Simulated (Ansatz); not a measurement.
Born–Oppenheimer molecular dynamics of CH₇ClSi (10 atoms, charge 0, multiplicity 1). It starts from a rough guess of a transition structure, not a stationary point.

Theory: UKS revPBE-D4/STO-3G (Ansatz).

- ensemble: NVE (velocity Verlet)
- time step: 0.5 fs
- steps asked: 150
- starting velocities drawn for: 600 K
- seed: 498816

First frame:

```xyz
10
Properties=species:S:1:pos:R:3
Si -0.354 0.697 -0.736
C 0.418 -0.987 0.408
H -1.798 0.783 -0.619
H 0.673 1.701 -0.951
H -0.220 -0.114 -1.978
H 0.092 0.192 1.069
Cl -0.469 1.798 1.499
H 0.668 -1.325 1.419
H 1.329 -1.074 -0.165
H -0.338 -1.671 0.052
```

Problem. How far do the bonds stretch over the last three quarters of this one trajectory? (Pairs bonded in most of those frames.)

Solution. 
| bond | mean (Å) | spread (Å) | shortest | longest |
| --- | --- | --- | --- | --- |
| Si1–C2 | 1.887 | 0.087 | 1.76 | 2.02 |
| Si1–H3 | 1.467 | 0.026 | 1.42 | 1.52 |
| Si1–H4 | 1.463 | 0.019 | 1.44 | 1.50 |
| Si1–H5 | 1.465 | 0.037 | 1.41 | 1.52 |
| C2–H8 | 1.105 | 0.011 | 1.08 | 1.13 |
| C2–H9 | 1.108 | 0.025 | 1.06 | 1.16 |
| C2–H10 | 1.115 | 0.072 | 1.01 | 1.23 |
| H6–Cl7 | 1.388 | 0.106 | 1.23 | 1.54 |

Mean temperature of the second half: 2278 K. The conserved energy stayed within 0.79 meV per atom of its start (net change 0.41 meV per atom), so the integration is sound. The kinetic energy rose, since the run started high on the potential surface and went downhill. It ends in pieces (CH6Si + ClH), so much of that is their flight and rotation, not heat. A run of 0.075 ps of so small a system gives no equilibrium averages. The orbitals were unrestricted but ended closed-shell. Limits of this set-up: minimal basis.

The run took 4.1 min on 1 thread of Arm Neoverse V2, with other jobs on the host, peak memory 0.1 GiB.
